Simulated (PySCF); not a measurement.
Gas-phase reaction: C₄H₁₀ (n-butane) ⇌ C₄H₁₀ (isobutane)

Energies from PySCF (xtb for GFN2), thermal terms from the rigid-rotor harmonic-oscillator model, ideal gas at 1 bar. Table values come from the NASA 1993 polynomials. † marks an energy on the PBE0/def2-TZVP geometry and frequencies; other levels use their own. MP2 freezes the core. All species are closed-shell singlets. MP2 isn't extrapolated to the basis-set limit.

| level | ΔH°(298 K), kJ |
|---|---|
| table | -9.2 |
| GFN2-xTB | (withheld) |
| HF/def2-TZVP† | -2.8 |
| M06-2X/def2-TZVP† | (withheld) |
| MP2/def2-SVP† | -8.6 |
| PBE/def2-TZVP† | (withheld) |
| PBE0/def2-SVP† | -4.1 |
| r2SCAN/def2-TZVP† | -6.8 |
| ωB97M-V/def2-TZVP† | (withheld) |
| ωB97X-V/def2-TZVP† | -6.6 |

Task: Fill in the missing entries.

Result: 
- GFN2-xTB, ΔH°(298 K), kJ: -7.3
- M06-2X/def2-TZVP†, ΔH°(298 K), kJ: -7.1
- PBE/def2-TZVP†, ΔH°(298 K), kJ: -4.6
- ωB97M-V/def2-TZVP†, ΔH°(298 K), kJ: -7.2
